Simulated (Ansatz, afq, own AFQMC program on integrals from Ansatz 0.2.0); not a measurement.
**Breaking Si3–H7 in AlSi2NH8, singlet**

```xyz
12

Al   -0.9097    1.7242   -0.2600
N    -0.0708    0.1413   -0.0189
Si   -0.1491   -0.7080    1.5190
Si    0.8535   -0.6065   -1.3147
H    -0.8000    2.4156   -1.6816
H    -1.7105    2.3365    0.9627
H     1.2161   -0.8757    2.1096
H    -0.7368   -2.0738    1.3448
H    -0.9989    0.0715    2.4668
H     0.8393    0.2907   -2.5077
H     0.2729   -1.9331   -1.6940
H     2.2708   -0.8381   -0.8920
```

Products: AlSi2NH7 (doublet; AlH2–N(–SiH2)–SiH3) and H (doublet), each relaxed with PBE0/def2-SVP like the molecule; electronic energies without zero-point terms. Determinants: RHF, UHF and UHF in that order.

Basis def2-TZVP. Noble-gas cores (and the filled d shells of Ga–Kr and In–Xe) are frozen. Integrals, coupled cluster, full CI and functionals: Ansatz 0.2.0; the random walks run on the same integrals in our own AFQMC program. ph-AFQMC/CISD is guided by a CISD state made of CCSD amplitudes; releasing the constraint for a short imaginary time cuts its bias at the price of noise, slowly where states lie close. Uncertainties: one standard error, sampling alone. The errors of all members are added in quadrature.

No full CI on the walks' own integrals is used here. The released AFQMC energy serves as the reference, which it does only where one determinant dominates, the energy is flat over the last release times and near the phaseless one (40 meV or 2 meV an electron, half that with transition metals). On small molecules, where full CI could be run and the noise was under 10 meV, such values lay within 10 meV of it in 19 cases of 20, a flattering rate, since the rule was set on those same cases; what remains of the bias isn't in the error bar. Each member takes its own surest rung, up to full CI.

Errors are counted within def2-TZVP, not against nature.

Cautions: AlSi₂NH₈ (singlet): the released value is read at 0.90 1/Eh with a noise of 20 meV, more than in the cases checked (meV from the phaseless value at times in 1/Eh: -11 ± 14 at 0.21, 1 ± 14 at 0.42, -2 ± 13 at 0.63, -4 ± 20 at 0.90); AlSi₂NH₇ (doublet): the ph-AFQMC/CISD walk drifts between its halves (2.1 errors), the released value is read at 0.90 1/Eh with a noise of 14 meV, more than in the cases checked (meV from the phaseless value at times in 1/Eh: -51 ± 18 at 0.21, -63 ± 15 at 0.42, -66 ± 25 at 0.63, -23 ± 14 at 0.90).

```json
{"level": "CCSD", "bond energy (kcal/mol)": "93.4"}
{"level": "MP2", "bond energy (kcal/mol)": "90.9"}
```

(1) From these cheaper values, estimate the bond energy at the reference level in def2-TZVP.

(1) 93.1 ± 0.6 kcal/mol (AFQMC with the constraint released in def2-TZVP).

| level | bond energy (kcal/mol) | error against released AFQMC (kcal/mol) |
| --- | --- | --- |
| HF | 76.4 | -16.7 ± 0.6 |
| CCSD(T) | 93.3 | 0.2 ± 0.6 |
| ph-AFQMC/CISD | 93.5 ± 0.4 | 0.4 ± 0.7 |

Correlation beyond CCSD(T) changes it by less than twice the noise. The perturbative (T) step is worth −0.1 kcal/mol.

Released energies are given only where the last usable release times agree within the noise; a slower fall can still hide under it.
